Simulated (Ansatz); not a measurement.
The input, for Ansatz 0.2.0:

```yaml
crystal:
  periodic: [false, false, false]
  atoms:
    - {symbol: Al, position_ang: [-2.039903, 0.000000, 0.000000]}
    - {symbol: H, position_ang: [-2.832827, 1.373384, 0.000000]}
    - {symbol: H, position_ang: [-2.832827, -1.373384, 0.000000]}
    - {symbol: H, position_ang: [-0.335903, 0.000000, 0.000000]}
    - {symbol: Cl, position_ang: [1.723097, 0.000000, 0.000000]}
basis:
  gaussian: {orbitals: STO-3G, point_charges: [{charge: -1.00, position_ang: [4.653, 0.783, 0.648]}]}
magnetization: {spin_polarized: false, initial_magnetization: 1}
correlation: {method: fic_mrcisd_q, electrons: all, active_space: {window: {electrons: 1, orbitals: 2}}}
```

```sh
$ ansatz run in.yaml --threads 1 --pin off --events-out ev --progress --plain --max-ram 2393MiB
```

Output:

```
221 factors; integrals over basis functions are off by at most 2.1e-5 eV
mean field evaluation 1: about -18913.6132 eV, gradient 1.5e1 eV
mean field evaluation 2: about -18913.6276 eV, gradient 1.5e1 eV
mean field evaluation 4: about -18918.4008 eV, gradient 2.2e0 eV
mean field evaluation 8: about -18918.4682 eV, gradient 6.2e-2 eV
mean field evaluation 16: about -18918.0926 eV, gradient 1.3e0 eV
mean field evaluation 32: about -18917.8079 eV, gradient 5.7e0 eV
mean field -18918.46902460 eV, -695.2409132553 hartree, gradient 7.3e-6 eV, S^2 0.750000; 8 other end points of the search recorded, 0 dependent functions left out
reference -18918.46902460 eV, -695.2409132553 hartree; 17, 16 occupied and 4, 5 virtual orbitals, 221 factors
state -18918.46902460 eV, -695.2409132553 hartree
contracted CI cycle   1: correlation 0.00000000 eV, 0.0000000000 hartree, residual 9.59e0 eV
contracted CI cycle   2: correlation -1.66120963 eV, -0.0610483279 hartree, residual 2.87e0 eV
contracted CI cycle   3: correlation -1.74061893 eV, -0.0639665659 hartree, residual 4.64e-1 eV
contracted CI cycle   4: correlation -1.74475873 eV, -0.0641187007 hartree, residual 1.24e-1 eV
contracted CI cycle   5: correlation -1.74519201 eV, -0.0641346233 hartree, residual 3.58e-2 eV
contracted CI cycle   6: correlation -1.74521511 eV, -0.0641354724 hartree, residual 1.31e-2 eV
contracted CI cycle   7: correlation -1.74521784 eV, -0.0641355726 hartree, residual 3.68e-3 eV
contracted CI cycle   8: correlation -1.74521814 eV, -0.0641355838 hartree, residual 1.65e-3 eV
state -18918.46902460 eV, -695.2409132553 hartree; corrected -18920.30161134 eV, -695.3082595758 hartree
WARN: 1 active orbitals are nearly empty or full. The corrections depend on them more than the energy does, and are more stable in an active space without them
Total energy: -18920.30161134 eV, -695.3082595758 hartree
```

Natural occupations: 1.0000 0.0000.

Ran on 1 thread of Arm Neoverse N1, shared host: 0.96 s wall, 0.07 GiB peak host memory.
